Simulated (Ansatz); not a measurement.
Ideal-gas functions of CH$_{2}$N$_{2}$, SMILES `N=C=N` at 800 K and 1 bar, from an Ansatz frequency run at PBE0-D4/def2-TZVP.

Molar mass 42.04 g/mol, point group C2 (symmetry number 2), electronic degeneracy 1, moments of inertia 1.336, 48.24, 48.244 u Å². Harmonic wavenumbers (cm⁻¹, unscaled): 548, 551, 727, 909, 910, 1307, 2257, 3624, 3627.

Use S(trans) = R[1.5 ln M + 2.5 ln T − 1.1517]; rotational temperatures θ = 24.2544 K / I; S(rot) = R[ln(√π/σ · √(T³/θAθBθC)) + 1.5]; for each mode x = 1.438777 ν̃/T, S = R[x/(eˣ − 1) − ln(1 − e⁻ˣ)] and H = RT x/(eˣ − 1); 1 cm⁻¹ = 0.0119627 kJ/mol; R = 8.31446 J/(mol·K).

Task: By hand: the entropy, in J/(mol·K).

Result: Translation 176.0. Rotation: θ = 18.1545, 0.5028, 0.5027 K, giving 88.5. Vibration, mode by mode: 8.76, 8.72, 6.65, 5.10, 5.09, 2.89, 0.74, 0.09, 0.09, in all 38.1. Electronic 0.0. Sum 302.6 J/(mol·K).

Task: By hand: H − E and G − E in kJ/mol, counted from the electronic energy.

Result: Zero-point energy ½ × 14460 × 0.0119627 = 86.5; thermal vibration 18.5; translation, rotation and pV give 4 RT = 26.6. H − E = 131.6 kJ/mol, and G − E = 131.6 − 800 × 302.6/1000 = -110.5 kJ/mol.

Vibration gives 13 % of the entropy. The sum counts one conformer and one mirror image; others add a mixing term.
